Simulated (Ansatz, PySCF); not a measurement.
Cohesive energy (eV/atom) along a series of related solids, from PBE (Ansatz, a first-principles code, PySCF; the runs differ in potentials, basis or settings).

```
solid            PBE  measured
--------------  ----  --------
rock-salt LiCl  3.37      3.59
rock-salt NaCl  3.11      3.34
rock-salt KCl   3.13      3.37
rock-salt RbCl  3.09      3.32
```

PBE less measured, from the printed values: rock-salt LiCl -0.22 eV/atom, rock-salt NaCl -0.23 eV/atom, rock-salt KCl -0.24 eV/atom, rock-salt RbCl -0.23 eV/atom.

Members of the series are missing where a level wasn't run or failed, where a doubt is noted on the run or the magnetic state, for phases of high temperature or layered ones, and where values are held back for tests.

Free atoms are spin-polarised, in the lowest state found; at levels without +SOC their spin–orbit coupling is left out. The solid named is at each level's own relaxed cell; a reference phase can be a single point on another level's cell. Ansatz's density-functional and Hartree–Fock values are scalar-relativistic unless marked +SOC, with PAW data made under PBE.

Measured values are for low temperature or corrected to a static lattice. References as tabulated in Mejia-Rodriguez and Trickey (2018), arXiv:1807.09216; Doll and Stoll (1997), arXiv:cond-mat/9707218; Doll and Stoll (1998), arXiv:cond-mat/9801031.
